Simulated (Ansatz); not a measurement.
The input, for Ansatz 0.2.0:

```yaml
crystal:
  periodic: [false, false, false]
  atoms:
    - {symbol: Si, position_ang: [0.000000, 0.000000, 0.000000]}
    - {symbol: B, position_ang: [0.000000, 0.000000, 2.517000]}
basis:
  gaussian: {orbitals: def2-mTZVP}
total_charge: 1
magnetization: {spin_polarized: true, initial_magnetization: 2}
correlation: {method: mp2, electrons: valence}
```

```sh
$ ansatz run in.yaml --threads 1 --pin off --events-out ev --progress --plain --max-ram 2393MiB
```

The program prints:

```
354 factors; integrals over basis functions are off by at most 4.6e-4 eV
mean field evaluation 1: about -8520.7089 eV, gradient 4.7e0 eV
mean field evaluation 2: about -8520.7113 eV, gradient 4.7e0 eV
mean field evaluation 4: about -8521.2613 eV, gradient 1.5e0 eV
mean field evaluation 8: about -8521.4185 eV, gradient 1.5e-1 eV
mean field evaluation 16: about -8521.4201 eV, gradient 3.1e-2 eV
mean field evaluation 32: about -8521.4195 eV, gradient 1.7e-1 eV
mean field -8521.42012627 eV, -313.1564136142 hartree, gradient 6.4e-6 eV, S^2 2.044771; 6 other end points of the search recorded, 0 dependent functions left out
6 core orbitals not correlated: weight in the atoms' cores, before any rotation towards them, 1.000 or more for the frozen orbitals, at most 0.000 for the correlated occupied ones
reference -8521.42012627 eV, -313.1564136142 hartree; 4, 2 occupied and 31, 33 virtual orbitals, 354 factors
second order -2.12796649 eV of doubles, -0.00000000 eV of singles
Total energy: -8523.54809276 eV, -313.2346149405 hartree
```

Ran on 1 thread of Arm Neoverse V1, shared host: 0.39 s wall, 0.18 GiB peak host memory.
